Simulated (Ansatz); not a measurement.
Results of LC-ωPBE (PAW; Ansatz, an electronic-structure program) for antifluorite Mg₂Ge.

Numerical settings: plane-wave cutoff 460 eV, 8×8×8 k mesh, Fermi–Dirac smearing 0.01 eV, scalar-relativistic PAW data made under PBE.

The volume scan:

```json
[
 {"V (Å³/atom)": "19.795", "E − E_lowest (meV/atom)": "11.00", "P (GPa)": "3.63"},
 {"V (Å³/atom)": "20.315", "E − E_lowest (meV/atom)": "2.39", "P (GPa)": "1.71"},
 {"V (Å³/atom)": "20.651", "E − E_lowest (meV/atom)": "0.00", "P (GPa)": "0.59"},
 {"V (Å³/atom)": "21.581", "E − E_lowest (meV/atom)": "4.66", "P (GPa)": "-2.10"},
 {"V (Å³/atom)": "21.878", "E − E_lowest (meV/atom)": "9.24", "P (GPa)": "-2.84"}
]
```

Question: Fit the third-order Birch–Murnaghan equation and give B0 and B′.

Answer: V0 = 20.838 Å³/atom, B0 = 64.0 GPa, B′ = 3.8 (fit to the energies at full precision).

Measured, for comparison: equilibrium volume per atom 21.69 Å³/atom (temperature not stated, not corrected to a static lattice; as tabulated in Grosch, Range, J. Alloys Compd. 235, 250 (1996)). Computed (rounded) less measured: equilibrium volume per atom -3.9 %.

Computed values are for the static lattice.
